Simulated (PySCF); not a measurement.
Difluorophosphine, F₂HP.
Bonds: F1–P2, P2–F3. Hydrogens: H4 on P2.

Method: PySCF, PBE0-D3(BJ)/def2-SVP geometry optimisation, gas phase; density fitting, grid level 1; the optimiser is geomeTRIC in internal coordinates, started from a GFN2-xTB structure with every atom displaced at random (about 0.01 Å).

Step 0: E = -14723.5450 eV
```
atom  x, y, z in Å  |  force x, y, z in eV/Å
F1     -0.8361    0.4799   -0.9365   -0.632  -0.195  -0.257
P2     -0.0957   -0.5502    0.0473    0.372   0.793  -0.242
F3      1.3311    0.1747   -0.1085    0.642  -0.454   0.025
H4     -0.3802    0.1941    1.2263   -0.382  -0.144   0.474
```

Step 1: E = -14723.4896 eV
```
atom  x, y, z in Å  |  force x, y, z in eV/Å
F1     -0.9536    0.4575   -0.9167   -0.207   0.774  -0.933
P2     -0.0666   -0.5138   -0.0425    0.423   0.041   2.140
F3      1.4184    0.1305   -0.0285   -0.122   0.043  -0.638
H4     -0.3790    0.2243    1.2163   -0.094  -0.857  -0.570
```

Step 2: E = -14723.5990 eV
```
atom  x, y, z in Å  |  force x, y, z in eV/Å
F1     -0.9189    0.4626   -0.9459    0.008   0.387  -0.295
P2     -0.0704   -0.4989    0.0040    0.252  -0.145   0.940
F3      1.4147    0.1357   -0.0819   -0.292   0.044  -0.221
H4     -0.4064    0.1991    1.2525    0.032  -0.285  -0.425
```

Task: Estimate the geometry and energy of step 3. (The exact step hangs on the optimiser's Hessian estimate; all steps are aligned on step 2, rigid shifts and turns removed.)

Result: E = -14723.6211 eV, largest force 0.295 eV/Å
```
atom  x, y, z in Å  |  force x, y, z in eV/Å
F1     -0.8737    0.4745   -0.9401   -0.117  -0.093  -0.042
P2     -0.0728   -0.5179    0.0427    0.069   0.228  -0.175
F3      1.3827    0.1512   -0.1167    0.087  -0.127   0.060
H4     -0.4170    0.1907    1.2427   -0.039  -0.007   0.156
```

The energy changes by -0.0221 eV. The first-order estimate −F·Δx gives -0.0657 eV and the mean of the old and new forces, exact on a quadratic surface, -0.0200 eV. The step makes an angle of 51° with the force vector and moves no atom by more than 0.050 Å.

What follows is the cost of the whole optimisation. On an Arm Neoverse V2 with one thread, shared host, this took 3.7 s of wall time and 0.27 GiB of memory at its peak.
